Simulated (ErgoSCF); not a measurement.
**C6H5 (SMILES [c]1ccccc1) at UB3LYP/6-31G(d) (spherical functions)**

What is the energy change on altering one bond length of C6H5 at UB3LYP/6-31G* (spherical functions)? 

Program for the calculation: ErgoSCF 3.8.

6 further runs of the same task are left out: 2 that didn't finish, 4 set aside as unsound or not needed.

## (1) Starting point

C6H5 has 11 atoms, charge 0, and is taken as a doublet. SMILES: `[c]1ccccc1`. The shape is that of a PBE0-D4/def2-TZVP optimisation.

Bond lengths: C1–C2 1.368 Å, C2–C3 1.395 Å, C3–C4 1.388 Å, C4–C5 1.388 Å, C1–C6 1.368 Å, C5–C6 1.395 Å, C2–H7 1.084 Å, C3–H8 1.085 Å, C4–H9 1.084 Å, C5–H10 1.085 Å, C6–H11 1.084 Å. Some angles: C1–C2–C3 116.5°, C2–C1–C6 126.0°, C2–C3–C4 120.2°, C3–C4–C5 120.7°, C4–C5–C6 120.2°, C1–C6–C5 116.5°, C1–C2–H7 122.4°, C3–C2–H7 121.1°, C2–C3–H8 119.7°, C4–C3–H8 120.1°.

## (2) A single-point energy at UB3LYP/6-31G(d) (spherical functions)

Input file run.inp:

```
set_nthreads(1)
scf.output_mulliken_pop = 1
charge = 0
XC.radint = 1e-11
XC.sparse_mode = 0
basis = "6-31G*"
XC.angint = 41
scf.convergence_threshold = 1e-06
scf.max_number_of_iterations = 120
scf.use_diagonalization = 1
tmpdir = "."
spin_polarization = 1
molecule_inline
C   -0.49493817  -1.52890182  -2.44334029
C    0.45470590  -2.82733264  -0.41906567
C    0.89297118  -1.42916207   1.77222295
C    0.36927138   1.14109222   1.82366130
C   -0.59344959   2.35414522  -0.29406028
C   -1.04736181   0.99620692  -2.50734531
H    0.85307906  -4.83546900  -0.49089416
H    1.64511998  -2.36002227   3.43669372
H    0.71560149   2.21175435   3.53488389
H   -0.99643369   4.36333983  -0.23532759
H   -1.79856574   1.91436815  -4.17742857
EOF
run "B3LYP-G"
```

The basis set 6-31G* is read from a file made from the Basis Set Exchange's data (not shown).

Run with:

```bash
$ ergo run.inp
```

Standard output:

```text
INMA ERGO version 3.8
INMA reading input from file run.inp
INMA  output_mulliken_pop := 1
INMA  charge := 0
INMA  radint := 1e-11
INMA  sparse_mode := 0
INMA  basis := 6-31G*
INMA Basis really set to 6-31G*
INMA  angint := 41
INMA  convergence_threshold := 1e-06
INMA  max_number_of_iterations := 120
INMA  use_diagonalization := 1
INMA  spin_polarization := 1
INMA C (charge=6.0) -0.494938 -1.528902 -2.443340
INMA C (charge=6.0) 0.454706 -2.827333 -0.419066
INMA C (charge=6.0) 0.892971 -1.429162 1.772223
INMA C (charge=6.0) 0.369271 1.141092 1.823661
INMA C (charge=6.0) -0.593450 2.354145 -0.294060
INMA C (charge=6.0) -1.047362 0.996207 -2.507345
INMA H (charge=1.0) 0.853079 -4.835469 -0.490894
INMA H (charge=1.0) 1.645120 -2.360022 3.436694
INMA H (charge=1.0) 0.715601 2.211754 3.534884
INMA H (charge=1.0) -0.996434 4.363340 -0.235328
INMA H (charge=1.0) -1.798566 1.914368 -4.177429
INMA running B3LYP-G
INDF      This is a DFT calculation of type: B3LYP-G
INDF Weighted mixed functional:
INDF               HF exchange:    0.20000
INDF                     VWN3I:    0.19000
INDF                       LYP:    0.81000
INDF                     Becke:    0.72000
INDF                    Slater:    0.80000
INMA Running B3LYP-G
INSC SCF_general constructor, number of basis functions: 94
INSC Min internuclear distance:      2.04806 a.u.  =      1.08379 Angstrom
INSC Max internuclear distance:      9.38639 a.u.  =      4.96706 Angstrom
INSC Euclidean norm of overlap matrix =          5.66369804026  (acc 1.49e-08)
INSC Euclidean norm of invCholFactor after truncation =         39.34217755681
INSC Beginning of SCF cycle 1
INDF Grid for charge 6: 43 radial points, 15626 total, r=19.252821
INDF Grid for charge 1: 38 radial points, 8824 total, r=13.568937
INDF Generating Turbo grid Radint = 1e-11 AngInt: [ 6 41 ]
INDF Grid pruned from 137876 to 125694 grid points.
INDF Electrons:  41.0000136   3e-07:  U-xc energy -16.510924 (serial)
INSC nuclearEnergy, energy_2el, energy = 195.421395, 236.287957, -97.181384
INSC Energy   1 =        -97.18138417585
INSC maxabs FDS-SDF (alpha) is     1.88
INSC maxabs FDS-SDF (beta ) is     1.79
INDE E_HOMO =         -0.76990170950
INDE E_LUMO =         -0.71446949562
INDE E_HOMO =         -0.84635773114
INDE E_LUMO =         -0.75980679414
INSC <S2>_exact =   0.750, <S2> =          0.75000445059
INSC Beginning of SCF cycle 2
INDF Electrons:  41.0000006   1e-08:  U-xc energy -30.419883 (serial)
INSC nuclearEnergy, energy_2el, energy = 195.421395, 301.479455, -226.730623
INSC Energy   2 =       -226.73062277372
INSC maxabs FDS-SDF (alpha) is    0.367
INSC maxabs FDS-SDF (beta ) is    0.365
INSC using DIIS to get combined Fock matrix, number of iters used for DIIS:  2
INDE E_HOMO =          0.20580700823
INDE E_LUMO =          0.28103553510
INDE E_HOMO =          0.20771262638
INDE E_LUMO =          0.24666135182
INSC <S2>_exact =   0.750, <S2> =          0.76788513424
INSC Beginning of SCF cycle 3
INDF Electrons:  41.0000048   1e-07:  U-xc energy -26.105301 (serial)
INSC nuclearEnergy, energy_2el, energy = 195.421395, 238.213520, -226.824779
INSC Energy   3 =       -226.82477911451  ( diff     -0.094156340793404 )
INSC maxabs FDS-SDF (alpha) is    0.269
INSC maxabs FDS-SDF (beta ) is    0.272
INSC using DIIS to get combined Fock matrix, number of iters used for DIIS:  3
INDE E_HOMO =         -0.20151048208
INDE E_LUMO =         -0.03840042899
INDE E_HOMO =         -0.28068149962
INDE E_LUMO =         -0.06280922233
INSC <S2>_exact =   0.750, <S2> =          0.75302162313
INSC Beginning of SCF cycle 4
INDF Electrons:  41.0000034   8e-08:  U-xc energy -27.843982 (serial)
INSC nuclearEnergy, energy_2el, energy = 195.421395, 271.429523, -231.470320
INSC Energy   4 =       -231.47032019930  ( diff     -4.645541084787055 )
INSC maxabs FDS-SDF (alpha) is   0.0483
INSC maxabs FDS-SDF (beta ) is    0.048
INSC using DIIS to get combined Fock matrix, number of iters used for DIIS:  4
INDE E_HOMO =         -0.27987462178
INDE E_LUMO =         -0.03630183950
INDE E_HOMO =         -0.27350542068
INDE E_LUMO =         -0.14276712289
INSC <S2>_exact =   0.750, <S2> =          0.75472892662
INSC Beginning of SCF cycle 5
INDF Electrons:  41.0000028   7e-08:  U-xc energy -27.928361 (serial)
INSC nuclearEnergy, energy_2el, energy = 195.421395, 271.579498, -231.511577
INSC Energy   5 =       -231.51157707704  ( diff     -0.041256877744274 )
INSC maxabs FDS-SDF (alpha) is   0.0375
INSC maxabs FDS-SDF (beta ) is   0.0367
INSC using DIIS to get combined Fock matrix, number of iters used for DIIS:  5
INDE E_HOMO =         -0.23123953010
INDE E_LUMO =         -0.01446843166
INDE E_HOMO =         -0.25657123063
INDE E_LUMO =         -0.07129528473
INSC <S2>_exact =   0.750, <S2> =          0.75484199959
INSC Beginning of SCF cycle 6
INDF Electrons:  41.0000029   7e-08:  U-xc energy -27.887109 (serial)
INSC nuclearEnergy, energy_2el, energy = 195.421395, 270.862670, -231.547917
INSC Energy   6 =       -231.54791698003  ( diff     -0.036339902988459 )
INSC maxabs FDS-SDF (alpha) is   0.0153
INSC maxabs FDS-SDF (beta ) is   0.0151
INSC using DIIS to get combined Fock matrix, number of iters used for DIIS:  6
INDE E_HOMO =         -0.23554667337
INDE E_LUMO =         -0.00326838746
INDE E_HOMO =         -0.24732116950
INDE E_LUMO =         -0.07269804092
INSC <S2>_exact =   0.750, <S2> =          0.75560012273
INSC Beginning of SCF cycle 7
INDF Electrons:  41.0000029   7e-08:  U-xc energy -27.862929 (serial)
INSC nuclearEnergy, energy_2el, energy = 195.421395, 270.504639, -231.555698
INSC Energy   7 =       -231.55569834703  ( diff     -0.007781366995232 )
INSC maxabs FDS-SDF (alpha) is 0.000982
INSC maxabs FDS-SDF (beta ) is  0.00106
INSC using DIIS to get combined Fock matrix, number of iters used for DIIS:  7
INDE E_HOMO =         -0.23488168861
INDE E_LUMO =         -0.00326448394
INDE E_HOMO =         -0.24758840066
INDE E_LUMO =         -0.07159759178
INSC <S2>_exact =   0.750, <S2> =          0.75603484598
INSC Beginning of SCF cycle 8
INDF Electrons:  41.0000029   7e-08:  U-xc energy -27.859926 (serial)
INSC nuclearEnergy, energy_2el, energy = 195.421395, 270.454178, -231.555714
INSC Energy   8 =       -231.55571366322  ( diff     -0.000015316192332 )
INSC maxabs FDS-SDF (alpha) is 0.000923
INSC maxabs FDS-SDF (beta ) is 0.000767
INSC using DIIS to get combined Fock matrix, number of iters used for DIIS:  8
INDE E_HOMO =         -0.23569419473
INDE E_LUMO =         -0.00340195161
INDE E_HOMO =         -0.24769344029
INDE E_LUMO =         -0.07232352956
INSC <S2>_exact =   0.750, <S2> =          0.75624110480
INSC Beginning of SCF cycle 9
INDF Electrons:  41.0000029   7e-08:  U-xc energy -27.859840 (serial)
INSC nuclearEnergy, energy_2el, energy = 195.421395, 270.452760, -231.555738
INSC Energy   9 =       -231.55573815348  ( diff     -0.000024490261978 )
INSC maxabs FDS-SDF (alpha) is 0.000113
INSC maxabs FDS-SDF (beta ) is 0.000145
INSC using DIIS to get combined Fock matrix, number of iters used for DIIS:  9
INDE E_HOMO =         -0.23558362457
INDE E_LUMO =         -0.00322439374
INDE E_HOMO =         -0.24755008071
INDE E_LUMO =         -0.07210680451
INSC <S2>_exact =   0.750, <S2> =          0.75660545994
INSC Beginning of SCF cycle 10
INDF Electrons:  41.0000029   7e-08:  U-xc energy -27.859498 (serial)
INSC nuclearEnergy, energy_2el, energy = 195.421395, 270.445725, -231.555740
INSC Energy  10 =       -231.55574019923  ( diff     -0.000002045744793 )
INSC maxabs FDS-SDF (alpha) is 8.19e-05
INSC maxabs FDS-SDF (beta ) is 7.87e-05
INSC using DIIS to get combined Fock matrix, number of iters used for DIIS: 10
INDE E_HOMO =         -0.23558347489
INDE E_LUMO =         -0.00323202930
INDE E_HOMO =         -0.24752460041
INDE E_LUMO =         -0.07204677576
INSC <S2>_exact =   0.750, <S2> =          0.75693157959
INSC Beginning of SCF cycle 11
INDF Electrons:  41.0000029   7e-08:  U-xc energy -27.859523 (serial)
INSC nuclearEnergy, energy_2el, energy = 195.421395, 270.445745, -231.555741
INSC Energy  11 =       -231.55574095823  ( diff     -0.000000759003910 )
INSC maxabs FDS-SDF (alpha) is 4.87e-05
INSC maxabs FDS-SDF (beta ) is    6e-05
INSC using DIIS to get combined Fock matrix, number of iters used for DIIS: 10
INDE E_HOMO =         -0.23564212151
INDE E_LUMO =         -0.00324271892
INDE E_HOMO =         -0.24758290860
INDE E_LUMO =         -0.07209134755
INSC <S2>_exact =   0.750, <S2> =          0.75705341912
INSC Beginning of SCF cycle 12
INDF Electrons:  41.0000029   7e-08:  U-xc energy -27.859603 (serial)
INSC nuclearEnergy, energy_2el, energy = 195.421395, 270.446987, -231.555741
INSC Energy  12 =       -231.55574109332  ( diff     -0.000000135089749 )
INSC maxabs FDS-SDF (alpha) is 1.45e-05
INSC maxabs FDS-SDF (beta ) is 1.36e-05
INSC using DIIS to get combined Fock matrix, number of iters used for DIIS: 10
INDE E_HOMO =         -0.23563731119
INDE E_LUMO =         -0.00325493141
INDE E_HOMO =         -0.24759172537
INDE E_LUMO =         -0.07208265168
INSC <S2>_exact =   0.750, <S2> =          0.75709391451
INSC Beginning of SCF cycle 13
INDF Electrons:  41.0000029   7e-08:  U-xc energy -27.859632 (serial)
INSC nuclearEnergy, energy_2el, energy = 195.421395, 270.447367, -231.555741
INSC Energy  13 =       -231.55574110505  ( diff     -0.000000011726058 )
INSC maxabs FDS-SDF (alpha) is  2.1e-06
INSC maxabs FDS-SDF (beta ) is 3.01e-06
INSC using DIIS to get combined Fock matrix, number of iters used for DIIS: 10
INDE E_HOMO =         -0.23563756173
INDE E_LUMO =         -0.00325393064
INDE E_HOMO =         -0.24759113327
INDE E_LUMO =         -0.07208369845
INSC <S2>_exact =   0.750, <S2> =          0.75709688172
INSC Beginning of SCF cycle 14
INDF Electrons:  41.0000029   7e-08:  U-xc energy -27.859627 (serial)
INSC nuclearEnergy, energy_2el, energy = 195.421395, 270.447268, -231.555741
INSC Energy  14 =       -231.55574110533  ( diff     -0.000000000288026 )
INSC maxabs FDS-SDF (alpha) is 9.83e-07
INSC maxabs FDS-SDF (beta ) is 6.48e-07
RESC CONVERGED after  14 iterations.
RESC FINAL ENERGY:       -231.55574110533
RESC FINAL <S2> =          0.75709688172
TISC Main SCF loop took     84.05 usr cpu s       0.08 sys cpu s      84.33 wall s
INSC SCF: dipole_moment_x [atomic units] =       0.05151877
INSC SCF: dipole_moment_y [atomic units] =       0.15917028
INSC SCF: dipole_moment_z [atomic units] =       0.25439785
INSC Sum of Mulliken charges (electrons):      41.0000000
INSC Mulliken charge of atom 0 =       0.0209387
INSC Mulliken charge of atom 1 =      -0.1673574
INSC Mulliken charge of atom 2 =      -0.1215522
INSC Mulliken charge of atom 3 =      -0.1252683
INSC Mulliken charge of atom 4 =      -0.1215502
INSC Mulliken charge of atom 5 =      -0.1673628
INSC Mulliken charge of atom 6 =       0.1433602
INSC Mulliken charge of atom 7 =       0.1321604
INSC Mulliken charge of atom 8 =       0.1311107
INSC Mulliken charge of atom 9 =       0.1321602
INSC Mulliken charge of atom 10 =       0.1433607
INSC Sum of Mulliken atomic charges:       0.0000000
INSC Mulliken spin density of atom 0 =       0.9862762
INSC Mulliken spin density of atom 1 =      -0.0649848
INSC Mulliken spin density of atom 2 =       0.0617128
INSC Mulliken spin density of atom 3 =      -0.0429778
INSC Mulliken spin density of atom 4 =       0.0617118
INSC Mulliken spin density of atom 5 =      -0.0649848
INSC Mulliken spin density of atom 6 =       0.0193328
INSC Mulliken spin density of atom 7 =       0.0110953
INSC Mulliken spin density of atom 8 =       0.0023897
INSC Mulliken spin density of atom 9 =       0.0110957
INSC Mulliken spin density of atom 10 =       0.0193331
INSC Sum of Mulliken atomic spin densities:       1.0000000
```

It took 85 s on 1 thread of Intel Xeon 6975P-C (Granite Rapids), shared host; peak memory 0.26 GiB.

(Part 1 of 2 ends here.)
